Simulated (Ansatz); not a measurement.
**BH4O (doublet): from Hartree-Fock to the top rungs at distance O1–H3 along a hydrogen transfer = 1.491 Å, cc-pVDZ**

Aim: climb from Hartree-Fock through coupled cluster and multireference methods for BH4O (doublet) at one geometry and basis, and see what each rung misses.

Method: cc-pVDZ, core rule «outside noble gas», up to 2 orbitals frozen; program: Ansatz 0.2.0, Gaussian basis.

To be run: UHF; CCSD(T) on ROHF; CCSD(T) on UHF; BCCD(T) on ROHF; CISD; CCSDT(Q) on ROHF; CCSDT(Q) on UHF; CASSCF and MRCISD+Q, 3 electrons in 3 orbitals; CASSCF and NEVPT2, 3 electrons in 3 orbitals.

6 further runs of the same task are left out: 1 for a mislabelled method, 4 that didn't finish, 1 set aside as unsound or not needed.

## Step 1: What is computed

The geometry derives from fragments relaxed apart (PBE0/def2-TZVP) and kept rigid, so it is no stationary point. A hydrogen atom is moved between rigid fragments.

6 atoms, charge 0, spin multiplicity 2.

Atoms are counted from 1 here; the program's logs count them from 0.

Bond lengths: O1–H2 0.960 Å, H3–B4 1.258 Å, B4–H5 1.191 Å, B4–H6 1.191 Å. Angles: H3–B4–H5 115.3°, H3–B4–H6 115.3°, H5–B4–H6 129.4°.

## Step 2: UHF

in.yaml reads:

```yaml
crystal:
  periodic: [false, false, false]
  atoms:
    - {symbol: O, position_ang: [-1.217129, -0.030281, 0.000000]}
    - {symbol: H, position_ang: [-1.466438, 0.896295, 0.000000]}
    - {symbol: H, position_ang: [0.273871, -0.030281, 0.000000]}
    - {symbol: B, position_ang: [1.531871, -0.030281, 0.000000]}
    - {symbol: H, position_ang: [2.040945, -0.030281, 1.077008]}
    - {symbol: H, position_ang: [2.040944, -0.030281, -1.077009]}
basis:
  gaussian: {orbitals: cc-pVDZ}
magnetization: {spin_polarized: true, initial_magnetization: 1}
hamiltonian: {xc: hf}
output: {orbitals: {seedname: orbitals}}
```

Started as:

```sh
> ansatz run in.yaml --threads 1 --pin off --events-out ev --progress --plain --max-ram 2393MiB
```

After this run come: CCSD(T) on ROHF; CCSD(T) on UHF; BCCD(T) on ROHF; CISD; CCSDT(Q) on ROHF; CCSDT(Q) on UHF; CASSCF and MRCISD+Q, 3 electrons in 3 orbitals; CASSCF and NEVPT2, 3 electrons in 3 orbitals.

Before running them: what should the planned runs give, taken together? Wanted: UCCSDT(Q) below the RHF energy; RMP2 from UCCSDT(Q); UMP2 from UCCSDT(Q); RCCSD from UCCSDT(Q); RCCSD(T) from UCCSDT(Q); UCCSD(T) from UCCSDT(Q); RCCSDT(Q) from UCCSDT(Q); MRCISD+Q pair from UCCSDT(Q); T1 diagnostic.

**Answer**, as computed:

| quantity | value |
| --- | --- |
| UCCSDT(Q) below the RHF energy | -8.3451 eV |
| RMP2 from UCCSDT(Q) | +119.2 kJ/mol |
| UMP2 from UCCSDT(Q) | +118.4 kJ/mol |
| RCCSD from UCCSDT(Q) | +16.2 kJ/mol |
| RCCSD(T) from UCCSDT(Q) | +3.1 kJ/mol |
| UCCSD(T) from UCCSDT(Q) | +3.1 kJ/mol |
| RCCSDT(Q) from UCCSDT(Q) | +0.1 kJ/mol |
| MRCISD+Q pair from UCCSDT(Q) | +7.3 kJ/mol |
| levels within 1 kcal/mol (43 meV) | RCCSD(T), UCCSD(T), BCCD(T), RCCSDT, UCCSDT, RCCSDT(Q) |
| T1 diagnostic | 0.028 |

**Reading.** RCCSD(T) misses by +3.1 kJ/mol, 0.4 % of the correlation energy. These misses are within one basis, not against nature; the frozen cores of restricted and unrestricted runs differ, which can shift their rows.
